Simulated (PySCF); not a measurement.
These 2 structures share the formula C3H4FNO. Method used: PySCF 2.14.0, PBE0-D3(BJ)/def2-SVP geometry optimisation, gas phase. Energies are electronic, without zero-point or thermal terms, for one conformer each. No frequencies were run at this level. Point groups hold within 0.08 Å.

Task: Rank from lowest to highest electronic energy at this level (kcal/mol).
A. `[O:1]=[CH:2][NH:3]/[CH:4]=[CH:5]\[F:6]` with O1–C2–N3–C4 0°, C2–N3–C4–C5 180°
B. `[CH2:1]=[C:2]([F:3])[NH:4][CH:5]=[O:6]` with C1–C2–N4–C5 1°, C2–N4–C5–O6 0°

Result: B (0.0), A (2.3).

Neighbours under 2.5 kcal/mol apart (C=C(F)NC=O and O=CN/C=C\F) can change places with a better method, another conformer or zero-point energy.

| SMILES | E (Eh) | E rel (kcal/mol) | dipole (D) | point group | A, B, C (MHz) |
| --- | --- | --- | --- | --- | --- |
| C=C(F)NC=O | -345.90272 | 0.0 | 2.80 | Cs | 8229, 2593, 1972 |
| O=CN/C=C\F | -345.89906 | 2.3 | 2.18 | Cs | 14625, 1747, 1561 |
